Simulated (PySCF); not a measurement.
# One molecule, many inputs

Molecule: `CC(C)(F)C=O`, C4H7FO; geometry GFN2-xTB.

Molfile (atoms numbered from 1):
```
C4H7FO
     RDKit          3D

 13 12  0  0  0  0  0  0  0  0999 V2000
   -1.0177   -0.9122   -0.3373 C   0  0  0  0  0  0  0  0  0  0  0  0
    0.0514    0.1791   -0.3344 C   0  0  0  0  0  0  0  0  0  0  0  0
    1.3498   -0.2789    0.3226 C   0  0  0  0  0  0  0  0  0  0  0  0
    0.3213    0.5280   -1.6546 F   0  0  0  0  0  0  0  0  0  0  0  0
   -0.4889    1.4166    0.3591 C   0  0  0  0  0  0  0  0  0  0  0  0
   -0.7420    1.4787    1.5267 O   0  0  0  0  0  0  0  0  0  0  0  0
   -0.6292   -1.8067   -0.8179 H   0  0  0  0  0  0  0  0  0  0  0  0
   -1.8938   -0.5725   -0.8854 H   0  0  0  0  0  0  0  0  0  0  0  0
   -1.3023   -1.1411    0.6854 H   0  0  0  0  0  0  0  0  0  0  0  0
    2.1016    0.5036    0.2475 H   0  0  0  0  0  0  0  0  0  0  0  0
    1.1630   -0.4932    1.3706 H   0  0  0  0  0  0  0  0  0  0  0  0
    1.7216   -1.1717   -0.1737 H   0  0  0  0  0  0  0  0  0  0  0  0
   -0.6392    2.2709   -0.3263 H   0  0  0  0  0  0  0  0  0  0  0  0
  1  2  1  0
  2  3  1  0
  2  4  1  0
  2  5  1  0
  5  6  2  0
  1  7  1  0
  1  8  1  0
  1  9  1  0
  3 10  1  0
  3 11  1  0
  3 12  1  0
  5 13  1  0
M  END
```

All runs: PySCF, non-relativistic, gas phase unless a solvent (IEF-PCM) is named; grid level 2, GIAOs and SCF threshold 1e-9 unless changed. The yardstick, PBE0/pcSseg-1, gives these isotropic shieldings σ (ppm, equivalent atoms averaged): C5 -28.6, C2 86.6, C1/C3 161.2, F4 359.4, O6 -352.7, H13 21.24, H7/H8/H9/H10/H11/H12 30.29.

(1) What do these inputs give? (1) B97-D/pcSseg-1; conv 1e-11; (2) revPBE/pcSseg-1; max_cycle 8

(2) Comment on the technical settings and failures.

Answers

(1) 
| run | outcome | functions | wall time | C5 | C2 | C1/C3 | F4 | O6 | H13 | H7/H8/H9/H10/H11/H12 |
| --- | --- | --- | --- | --- | --- | --- | --- | --- | --- | --- |
| 1 | converged | 137 | 34 s | -26.0 | 80.0 | 155.4 | 349.2 | -314.1 | 21.25 | 30.40 |
| 2 | not converged | 137 | 18 s | – | – | – | – | – | – | – |

Times are on 1 thread of an Intel Xeon, shared host.

(2) 
- Run 2: The SCF stopped after 8 cycles without meeting its threshold and the cycle limit at 8, so no response property followed.

Run 2 was set up unsoundly or failed; its numbers aren't to be quoted as properties of the molecule.
